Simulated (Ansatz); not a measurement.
**GaHS2, singlet in cc-pVDZ: errors against RCCSDT(Q)**

Geometry: a PBE0/def2-TZVP stationary point for this spin, not checked as a minimum.

```tsv
atom	x (Å)	y (Å)	z (Å)
Ga	0.0000	0.0000	0.8758
S	0.0000	-1.1037	-0.9900
S	0.0000	1.1037	-0.9900
H	0.0000	0.0000	2.4056
```

Basis cc-pVDZ; Ansatz 0.2.0. Only valence electrons are correlated (noble-gas cores and the filled d shells of p-block atoms frozen), which leaves 16 electrons in 44 orbitals. Prefix R: restricted or restricted open-shell reference. Active spaces: valence = (12e, 11o, short of the full valence) chosen from the atoms' valence shells. No spin–orbit coupling is included, and no scalar relativity.

Full CI isn't at hand for all of this; RCCSDT(Q) serves as the reference, and is uncertain by the last step of the cluster series or more.

The UHF ⟨S²⟩ is 0.000 and the T1 diagnostic (RCCSD) is 0.0159. The largest doubles amplitude (RCCSD) is 0.051.

```csv
level,E − E(RCCSDT(Q)) (mEh),share of correlation (%),wall time
RHF,359.40,0.00,–
RMP2,46.15,87.16,–
RCCSD,15.18,95.78,–
RCCSD(T),2.28,99.36,4.4 s
BCCD(T),2.21,99.39,2.2 s
RCCSDT,1.30,99.64,–
CASSCF (valence space),270.34,24.78,–
NEVPT2 (valence space),45.69,87.29,25 s
```

The correlation energy at RCCSDT(Q), counted from RHF, is -9.780 eV. That run took 30 s on 1 thread of Arm Neoverse V1, shared host.

Times hold each run's SCF and search for its determinant on a shared host, so for small cases they say little of a method's own cost; they ran on 1 thread of Arm Neoverse V1. Some runs computed forces too.

Natural occupations of CASSCF (valence space) about the gap: 1.982 1.979 1.971 1.967 1.944 0.060 0.041 0.028 0.021 0.017; effectively unpaired electrons, Σ n²(2−n)², 0.05.

Atomization energy (electronic, same basis, no zero-point term; atoms at the same level, unrestricted beside the R rows where the molecule is a closed shell, but restricted open-shell past Ca, as are all atoms' steps beyond CCSDT(Q)) at RCCSDT(Q): 798.9 kJ/mol. Errors of other levels:

| level | error (kJ/mol) |
| --- | --- |
| RHF | -273.4 |
| RMP2 | 25.9 |
| RCCSD | -29.8 |
| RCCSD(T) | -3.4 |
| BCCD(T) | -3.1 |
| RCCSDT | -2.9 |

This basis is far from its limit, so the value isn't to be set against a measured one.
